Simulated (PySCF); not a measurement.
# Potential energy of NaP along the bond

Set-up: Na 6-311G(d,p), P 6-311G(d,p); no relativity (PySCF 2.14). Energies in eV from Na + P in their ground configurations at the same level. State: ³Σ⁻ (triplet), unpaired electrons π ↑↑.

All columns are r²SCANh. A positive dipole means Na(−)P(+).

```csv
R (Å),E (eV),μ (D),Mulliken charge on Na (basis-dependent),HOMO (eV),LUMO (eV),Mayer bond order,⟨S²⟩
2.302,-0.909,-6.98,0.51,-4.17,-2.16,0.79,2.02
2.409,-1.132,-7.22,0.51,-4.16,-2.07,0.78,2.02
2.516,-1.256,-7.43,0.51,-4.15,-1.99,0.77,2.03
2.597,-1.302,-7.57,0.51,-4.13,-1.95,0.76,2.03
2.677,-1.316,-7.69,0.50,-4.11,-1.91,0.75,2.04
2.757,-1.307,-7.79,0.50,-4.09,-1.88,0.74,2.05
2.864,-1.269,-7.88,0.50,-4.06,-1.87,0.73,2.07
2.998,-1.191,-7.92,0.48,-4.02,-2.00,0.72,2.10
3.159,-1.076,-7.88,0.47,-3.98,-2.13,0.69,2.16
3.373,-0.913,-7.65,0.43,-3.94,-2.26,0.64,2.25
```

A fit through these points gives, at Re = 2.683 Å, μ = -7.70 D and dμ/dR = -1.34 D/Å; the reduced mass is 13.2 u.

Q: How strong is the fundamental in the double-harmonic approximation, I = 42.26·(dμ/dR)²/μred km/mol?

A: I = 42.26·(-1.34)²/13.2 = 5.75 km/mol at r²SCANh.

⟨S²⟩ of the unrestricted solution departs from its pure value on part of the curve, where spin states mix. The state was picked by a PBE0 search and need not be the measured ground state.
